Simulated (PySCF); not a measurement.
## Worked example: correlation energy of SiC, quintet

Geometry: that of the SiC, triplet, kept fixed. The singlet lies 2.2 eV lower here.

```xyz
2

Si    0.0000    0.0000    0.0000
C     0.0000    0.0000    1.7100
```

Basis 6-31G; PySCF 2.14.0. Only valence electrons are correlated (noble-gas cores frozen), which leaves 8 electrons in 16 orbitals. R marks a restricted (for open shells ROHF) determinant, U an unrestricted one.

Full CI is exact within this basis and frozen core; it isn't the basis-set limit. The frozen core follows each run's orbitals, which can shift R against U totals by a few meV.

Restricted and unrestricted runs freeze slightly different cores, so the step to full CI, which has another core, is uncertain by up to 0.1 kcal/mol.

```
   level  total energy (hartree)
     UHF             -326.517464
    UMP2             -326.570253
   UCCSD             -326.593307
UCCSD(T)             -326.595086
  UCCSDT             -326.595866
 full CI             -326.595995
```

Task: What is the correlation energy at full CI, and what share of it do UMP2 and UCCSD recover?

Result: E(corr) = -326.595995 − (-326.517464) = -0.078531 hartree = -2.137 eV. UMP2: -0.052789 / -0.078531 = 67.22 %. UCCSD: -0.075843 / -0.078531 = 96.58 %.

Task: By how many kcal/mol does UCCSD(T) miss full CI (1 hartree = 627.509 kcal/mol), and which steps make up the rest?

Result: -326.595086 − (-326.595995) = 0.000909 hartree = 0.57 kcal/mol. Steps: UCCSDT − UCCSD(T) = -0.49, full CI − UCCSDT = -0.08 kcal/mol. That is within 1 kcal/mol of the reference in this basis, which itself misses far more of the correlation at the basis-set limit.
